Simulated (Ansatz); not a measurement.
Relaxation of ClH3Si (5 atoms, charge 0, multiplicity 1), to a largest force component of 0.03 eV/Å in at most 50 steps.

Method: Ansatz 0.2.0, RKS B3LYP-D4/def2-SVP.

```xyz
5
Properties=species:S:1:pos:R:3
Si 0.223 0.000 0.052
Cl 0.827 0.000 2.063
H 1.598 0.000 -0.427
H -0.548 1.221 -0.295
H -0.548 -1.221 -0.295
```

**Question.** Where does it end, and by what steps?

**Answer.** It converged. After 3 steps the energy has fallen by 0.191 eV; H3 moved furthest, 0.22 Å.

```tsv
step	energy less start (eV)	largest force component (eV/Å)	accepted
0	0.0000	1.040	yes
1	-0.1792	0.399	yes
2	-0.1860	0.372	yes
3	-0.1913	0.022	yes
```

```xyz
5
Properties=species:S:1:pos:R:3
Si 0.287 0.000 0.097
Cl 0.681 0.000 2.138
H 1.579 0.000 -0.641
H -0.498 1.217 -0.247
H -0.498 -1.217 -0.247
```

Whether the end is a true minimum wasn't checked by a vibrational analysis.

Run time: 5.2 s on 1 thread of Arm Neoverse V1, with other jobs on the host, peak memory 0.1 GiB.
